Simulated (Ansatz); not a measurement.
# C₂H₂OS: small, medium and large basis sets

Aim: see how fast density functionals converge with the basis set for C₂H₂OS.

Method: one geometry, several basis sets; program: Ansatz 0.2.0, Gaussian basis.

Levels to be run: PBE0-D4/def2-SVP; ωB97M-V/def2-SVP; PBE0-D4/def2-QZVPP; ωB97M-V/def2-QZVPP; the functionals' def2-TZVPP values are taken from earlier runs.

## Step 1: Structure used throughout

The geometry comes from an earlier relaxation with PBE0-D4 in a triple-zeta def2 set; it is a stationary point.

SMILES `OC1=CS1`, 6 atoms, charge 0, spin multiplicity 1.

Atoms are counted from 1 here; the program's logs count them from 0.

Bond lengths: O1–C2 1.314 Å, O1–H5 0.966 Å, C2–C3 1.281 Å, C2–S4 1.770 Å, C3–S4 1.886 Å, C3–H6 1.071 Å. Angles: C2–O1–H5 109.3°, O1–C2–C3 151.3°, O1–C2–S4 134.2°, C3–C2–S4 74.5°, C2–C3–S4 64.7°, C2–C3–H6 157.0°, S4–C3–H6 138.3°, C2–S4–C3 40.9°.

## Step 2: PBE0-D4 in def2-SVP

Input file in.yaml:

```yaml
crystal:
  periodic: [false, false, false]
  atoms:
    - {symbol: O, position_ang: [-0.562308, 0.491108, -1.347950]}
    - {symbol: C, position_ang: [-0.080975, -0.157049, -0.311547]}
    - {symbol: C, position_ang: [0.362441, -0.184269, 0.889872]}
    - {symbol: S, position_ang: [0.305957, -1.853231, 0.012912]}
    - {symbol: H, position_ang: [-0.632337, 1.430380, -1.133634]}
    - {symbol: H, position_ang: [0.649321, 0.209061, 1.844148]}
basis:
  gaussian: {orbitals: def2-SVP}
hamiltonian: {xc: pbe0, dispersion: d4}
output: {orbitals: {seedname: orbitals}}
```

Command:

```
$ ansatz run in.yaml --threads 2 --pin off --events-out ev --progress --plain --max-ram 4352MiB
```

The runs that follow: ωB97M-V in def2-SVP; PBE0-D4 in def2-QZVPP; ωB97M-V in def2-QZVPP.

Before running them: what should the planned runs give, taken together? Wanted: PBE0-D4: double and triple zeta above quadruple; ωB97M-V: double and triple zeta above quadruple.

The runs gave:

| quantity | value |
| --- | --- |
| PBE0-D4: double and triple zeta above quadruple | 9.21, 0.56 eV |
| ωB97M-V: double and triple zeta above quadruple | 9.28, 0.53 eV |

For PBE0-D4 the step from double to triple zeta gains 8.65 eV and the next only 0.56 eV. Total energies overstate the basis error of differences, where much of it tends to cancel. The LUMO of ωB97M-V is positive and keeps falling with the basis (2.04 to 0.89 eV): an unbound level that the basis holds in place.
